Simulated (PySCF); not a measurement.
**How well do the runs reproduce experiment for acetophenone?**

**The experiment to reproduce.**

From NIST CCCBDB Release 22 (SRD 101), experimental dipoles, for the gas: dipole moment (dielectric constant against temperature) 3.02 D.

The results are set against them at the end.

Compound: acetophenone, C₈H₈O.
Atom-mapped SMILES: `[CH3:1][C:2](=[O:3])[c:4]1[cH:5][cH:6][cH:7][cH:8][cH:9]1` (hydrogens: H10, H11, H12 on C1; H13 on C5; H14 on C6; H15 on C7; H16 on C8; H17 on C9)

Geometry (GFN2-xTB, Å), atoms numbered from 1 in this order:
```xyz
17
C8H8O angstrom
C     -2.6122   -0.1326    0.6673
C     -1.6806    0.5806   -0.2831
O     -2.0915    1.3987   -1.0759
C     -0.2362    0.2361   -0.2049
C      0.2847   -0.6988    0.6886
C      1.6412   -0.9664    0.7020
C      2.4946   -0.3099   -0.1704
C      1.9876    0.6212   -1.0627
C      0.6335    0.8910   -1.0783
H     -2.5677   -1.2067    0.4996
H     -2.3267    0.0743    1.6966
H     -3.6285    0.2154    0.4995
H     -0.3599   -1.2224    1.3770
H      2.0362   -1.6922    1.3977
H      3.5529   -0.5246   -0.1535
H      2.6487    1.1352   -1.7446
H      0.2169    1.6131   -1.7648
```

The PySCF runs (gas phase, on this GFN2-xTB geometry; no spin–orbit coupling):

```csv
level,job,basis functions,wall time
PBE0/pcSseg-1,"shieldings, ring-centre shieldings, charges and field gradients",193,20 s
```

Hardware: x86-64 server, one thread, no GPU, shared host.

## Comparison

**Dipole moment.** Measured: 3.02 D (NIST CCCBDB Release 22 (SRD 101), experimental dipoles).

```tsv
level	computed (D)	computed − measured (D)	% (from the printed values)
PBE0/pcSseg-1	3.13	+0.11	+4
```

The computed dipoles belong to one fixed geometry; measured ones are averaged over vibrations unless marked μe. Magnitudes are compared, not signs.

No measured geometry was used, and the causes of the misses weren't examined.
